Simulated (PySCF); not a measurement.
# OH: a composite coupled-cluster curve

Aim: bond length, wavenumber and bond energy of OH near the limit of CCSD(T), built from two basis sets and small corrections.

Computed with PySCF 2.14.0. Level: CCSD(T) on ROHF, no relativity in the base curves; scalar relativity is added as a correction.

**1. The job**

| Quantity | Value |
| --- | --- |
| molecule | OH |
| state | doublet, unpaired electrons π ↑ |
| smaller basis | H aug-cc-pVTZ, O aug-cc-pVTZ |
| larger basis | H aug-cc-pVQZ, O aug-cc-pVQZ |
| frozen core orbitals | 1 |
| extrapolation | correlation as n⁻³ (n = 3, 4), Hartree–Fock as (n+1)·exp(−9√n) |
| corrections | core–valence correlation, scalar relativity |
| distances (Å) | 0.8606, 0.8998, 0.9389, 0.9780, 1.0171, 1.0660, 1.1149 |
| masses (u) | 1.0078, 15.9949 |
| dissociation limit | H + O |

Command:

```
$ OMP_NUM_THREADS=4 python comp.py task.json out
```

**2. Coupled cluster at each distance**

Q: Predict the outcome of this session. Wanted: for each run, Re; ωe; ωexe; αe; De.

As calculated:

| level | Re (Å) | ωe (cm⁻¹) | ωexe (cm⁻¹) | αe (cm⁻¹) | De (eV) |
| --- | --- | --- | --- | --- | --- |
| CCSD(T)/aug-cc-pVTZ(-PP) | 0.9733 | 3718.2 | 82.4 | 0.708 | 4.541 |
| CCSD(T)/aug-cc-pVQZ(-PP) | 0.9706 | 3739.0 | 84.5 | 0.719 | 4.608 |
| HF/CBS | 0.9495 | 4055.8 | 74.9 | 0.657 | 3.021 |
| MP2/CBS | 0.9661 | 3816.9 | 79.7 | 0.692 | 4.682 |
| CCSD/CBS | 0.9668 | 3791.2 | 83.9 | 0.713 | 4.580 |
| CCSD(T)/CBS | 0.9696 | 3749.3 | 85.5 | 0.723 | 4.653 |
| CCSD(T)/CBS+CV | 0.9689 | 3754.4 | 85.6 | 0.724 | 4.660 |
| CCSD(T)/CBS+CV+SR | 0.9689 | 3751.9 | 85.6 | 0.725 | 4.654 |

What this shows: The last step gives Re = 0.9689 Å, ωe = 3751.9 cm⁻¹ and De = 4.654 eV; the smaller basis alone is off from it by +4.4 mÅ and -0.11 eV. Near the minimum the mean field binds by 3.00 eV and correlation adds 1.65 eV of binding. T1 is 0.015. Spin–orbit coupling and excitations beyond (T) are left out.
